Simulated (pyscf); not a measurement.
Structures and frequencies: ωB97X-D3(BJ)/def2-SVP in PySCF.

For the elementary gas-phase step `[OH]` [doublet] + `[FH]` → `[OH2]` + `[F]` [doublet] (doublet surface; F–H broken, H–O formed), what barrier and reaction energy does ωB97M-D3(BJ)/def2-TZVP give, measured from the separated reactants?

ΔE‡ = 17.5 kcal/mol, ΔE = +14.8 kcal/mol. Zero-point energy shifts the barrier by +0.4 kcal/mol. It is a hydrogen abstraction, with an imaginary mode of 1707i cm⁻¹. On the reactant side the descent ends in a complex, 6.4 kcal/mol under the separated species and 23.5 kcal/mol under the saddle at ωB97X-D3(BJ)/def2-TZVP. This is the saddle that the search found; another between the same sides may lie lower. The angle at the transferred H is 173°. Left out: the spin-orbit lowering of F, OH.
